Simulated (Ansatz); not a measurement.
Relaxed structures of CH3BF, doublet (PBE0-D4/def2-TZVP; forces vanish, vibrations not checked; lower isomers may exist, and structures with a doubtful reference or unclear bonds are left out; Å). Ansatz 0.2.0; basis: def2-TZVPP; cores frozen in the correlated methods; orbitals are unrestricted.

**Question.** Rank them by CCSD(T) energy, lowest first, and give each one's height above the lowest. Links in brackets join atoms within 1.22 times the sum of their covalent radii (1.1 for two metals). (To be estimated.)
A.
CH₃BF ([BH][CH2][F])
```
6
angstrom
B -0.8038 -0.7746 -0.1938
C 0.3689 0.1414 0.1730
F 1.3460 -0.4033 0.9921
H -1.7391 -0.5021 -0.8802
H 0.8527 0.4913 -0.7537
H -0.0246 1.0473 0.6626
```
B.
CH₃BF ([CH3][B][F])
```
6
angstrom
B 0.2025 0.8062 -0.7263
C 0.1600 -0.2146 0.4450
F -0.6663 0.8118 -1.7083
H -0.8443 -0.6207 0.6047
H 0.8207 -1.0476 0.1719
H 0.5485 0.2005 1.3752
```
C.
CH₃BF ([CH2][BH][F])
```
6
angstrom
B 0.2989 0.2356 0.6598
C -0.3195 -0.2267 -0.6585
F 1.5755 -0.0471 0.9100
H -1.3539 -0.0254 -0.9169
H 0.2442 -0.7803 -1.4046
H -0.3003 0.8470 1.4986
```

**Answer.** By the calculation: C (0.000 eV), B (0.309 eV), A (2.961 eV). Heights count from the lowest.

The T1 diagnostic stays at or below 0.015. ⟨S²⟩ of the unrestricted Hartree–Fock references: 0.75 to 0.76 (a pure state has 0.75).

For scale, one of the runs: CCSD(T)/def2-TZVPP, 135 basis functions, launched by `ansatz run in.yaml --threads 2 --pin off --events-out ev --progress --plain --max-ram 4352MiB`. Hardware: 2 CPU threads of an Arm Neoverse V2, shared host. Wall time 37 s; peak host memory 1.7 GiB.
